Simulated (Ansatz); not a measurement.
H3Si–PH2⁺, doublet: the ladder up to UCCSDT(Q)

Geometry: that of the H3Si–PH2, singlet, kept fixed.

```xyz
7

Si   -0.0346    0.0000    1.1398
P     0.0909    0.0000   -1.1125
H     0.6699   -1.2091    1.6403
H     0.6699    1.2091    1.6403
H    -1.4250    0.0000    1.6660
H    -0.8719   -1.0346   -1.2599
H    -0.8719    1.0346   -1.2599
```

Basis cc-pVDZ; Ansatz 0.2.0. Only valence electrons are correlated (noble-gas cores frozen), which leaves 13 electrons in 51 orbitals. Prefix R: restricted or restricted open-shell reference; prefix U: unrestricted. Active spaces: frontier = (9e, 9o) about the gap.

Full CI isn't at hand for all of this; UCCSDT(Q) serves as the reference, and is uncertain by the last step of the cluster series or more. The frozen core follows each run's orbitals, which can shift R against U totals by a few meV.

For open shells CISD is restricted-active-space CI with the open shells as a complete middle space.

```
UHF ⟨S²⟩                          : 0.761
T1 diagnostic (RCCSD)             : 0.0228
largest doubles amplitude (RCCSD) : 0.048
T1 diagnostic (UCCSD)             : 0.0164
```

```tsv
level	E − E(UCCSDT(Q)) (meV)	share of correlation (%)	wall time
RHF	7194	0.00	–
UHF	7108	1.20	–
RMP2	1544	78.53	–
UMP2	1541	78.58	–
CISD	870	87.90	3.5 s
RCCSD	223	96.91	–
UCCSD	220	96.94	–
RCCSD(T)	44	99.39	7 s
UCCSD(T)	44	99.39	8 s
BCCD(T)	43	99.40	3.2 s
RCCSDT	8	99.90	–
UCCSDT	7	99.90	–
RCCSDT(Q)	1	99.99	71 s
CASSCF (frontier space)	5493	23.64	–
NEVPT2 (frontier space)	1478	79.45	12 s
```

The correlation energy at UCCSDT(Q), counted from RHF, is -7.194 eV. That run took 56 s on 1 thread of Intel Xeon 6975P-C, shared host.

Times hold each run's SCF and search for its determinant on a shared host, so for small cases they say little of a method's own cost; they ran on 1 thread of Intel Xeon 6975P-C. Some runs computed forces too.
